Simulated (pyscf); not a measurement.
`[CH3][CH2][SiH2][Cl]` + `[H]` [doublet] → `[CH3]` [doublet] + `[CH3][SiH2][Cl]`, a substitution at C (doublet surface; C–C broken, C–H formed). PySCF, gas phase, ωB97X-D3(BJ)/def2-SVP geometries. Energies in kJ/mol from the separated reactants.

Small-basis levels: PySCF, no dispersion term, spherical d functions. AM1 to PM7: differences of heats of formation from MOPAC. GFN2-xTB: tblite. Open shells are spin-unrestricted. 

```json
[
 {"level": "HF/3-21G", "barrier": "212.0", "reaction energy": "-78.9"},
 {"level": "PBE/6-31G*", "barrier": "119.8", "reaction energy": "-47.1"},
 {"level": "B3LYP/STO-3G", "barrier": "170.8", "reaction energy": "-84.0"},
 {"level": "B3LYP/3-21G", "barrier": "136.5", "reaction energy": "-69.5"},
 {"level": "PBE/def2-SVP", "barrier": "121.3", "reaction energy": "-44.0"},
 {"level": "GFN2-xTB", "barrier": "186.8", "reaction energy": "+37.3"},
 {"level": "AM1", "barrier": "136.9", "reaction energy": "-76.0"},
 {"level": "ωB97M-D3(BJ)/def2-TZVP", "barrier": "139.0", "reaction energy": "-62.9"}
]
```

Against the last row the barrier runs from -19.2 (PBE/6-31G*) to +73.0 kJ/mol (HF/3-21G). ωB97M-D3(BJ)/def2-TZVP has limits of its own. Abstraction by the radical was not located in this set and often lies lower. This is the saddle that the search found; another between the same sides may lie lower. The angle at the attacked C is 179°.
